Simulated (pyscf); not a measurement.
## Four-centre exchange: Cl–GeH₃ + H₂O → HO–GeH₃ + HCl

Gas phase, singlet surface, charge 0. Bonds broken: Ge1–Cl2, O6–H7. Bonds formed: Ge1–O6, Cl2–H7. Optimised with ωB97X-D3(BJ)/def2-SVP in PySCF. MP2 and CC: frozen core, UHF for open shells. ΔMP2 is the change of the MP2 total energy from the triple- to the quadruple-zeta basis.

Transition state (Å):

```xyz
8

Ge    -1.0258    -0.5904    -0.0571
Cl     1.0788    -0.0538     1.4519
H     -0.2044    -1.8186    -0.4319
H     -2.0229    -0.3741    -1.2342
H     -1.8253    -0.5240     1.2337
O     -0.2394     1.1931    -0.5063
H      0.5543     1.1111     0.1562
H      0.0576     1.3147    -1.4207
```

One imaginary mode, 178i cm⁻¹; descent along it reached the two sides named, in the forms told below.

| bond | change | reactant side (Å) | saddle | product side |
|---|---|---|---|---|
| Ge1–Cl2 | breaks | 2.181 | 2.6 | 3.7 |
| O6–H7 | breaks | 0.967 | 1.037 | 1.765 |
| Ge1–O6 | forms | 3.1 | 2.000 | 1.808 |
| Cl2–H7 | forms | 2.492 | 1.820 | 1.309 |

Electronic energies relative to the separated reactants (kcal/mol):

```
level                             barrier  reaction energy  reverse barrier
--------------------------------  -------  ---------------  ---------------
ωB97X-D3(BJ)/def2-TZVP               20.8            +13.5              7.3
PBE/def2-TZVP                        17.6            +12.1              5.5
r²SCAN/def2-TZVP                     18.1            +11.8              6.3
B3LYP-D3(BJ)/def2-TZVP               19.5            +12.0              7.5
PBE0-D3(BJ)/def2-TZVP                18.9            +13.1              5.8
M06-2X/def2-TZVP                     18.4            +11.3              7.1
ωB97M-D3(BJ)/def2-TZVP               20.3            +11.9              8.4
HF/def2-TZVP                         31.5            +12.1             19.4
MP2/def2-QZVPP                       22.0            +12.7              9.3
CCSD/def2-TZVPP                      24.7            +11.5             13.2
CCSD(T)/def2-TZVPP                   22.9            +11.4             11.5
CCSD(T)/def2-TZVPP + ΔMP2(QZVPP)     22.9            +12.1             10.8
```

With CCSD(T)/def2-TZVPP + ΔMP2(QZVPP) energies and thermal terms (ideal gas, 1 atm, RRHO with modes under 100 cm⁻¹ raised to 100, one conformer, R ln 2 for chiral ones without a mode under 150 cm⁻¹), in kcal/mol:

```json
[
 {"T (K)": "298", "ΔH‡": "23.0", "ΔG‡": "32.8", "ΔH": "+10.5", "ΔG": "+10.1"},
 {"T (K)": "600", "ΔH‡": "22.9", "ΔG‡": "42.9", "ΔH": "+10.8", "ΔG": "+9.6"},
 {"T (K)": "900", "ΔH‡": "23.3", "ΔG‡": "52.8", "ΔH": "+11.3", "ΔG": "+8.9"},
 {"T (K)": "1200", "ΔH‡": "24.0", "ΔG‡": "62.5", "ΔH": "+11.8", "ΔG": "+8.0"}
]
```

On the reactant side the descent ends in a complex, 4.4 kcal/mol under the separated species and 25.2 kcal/mol under the saddle at ωB97X-D3(BJ)/def2-TZVP. On the product side the descent ends in a complex, 6.9 kcal/mol under the separated species and 14.2 kcal/mol under the saddle at ωB97X-D3(BJ)/def2-TZVP. One saddle was located; it need not be the lowest between these sides. The CCSD(T) − MP2 part came from Ansatz, without density fitting, on the same reference. The frozen core leaves the outer d or s,p core shells of the metals and heavy elements correlated in the MP2 and CC values, and def2-TZVPP describes them poorly, which can shift differences by a few kcal/mol. Elements up to Kr have no core potential and no relativistic terms here.
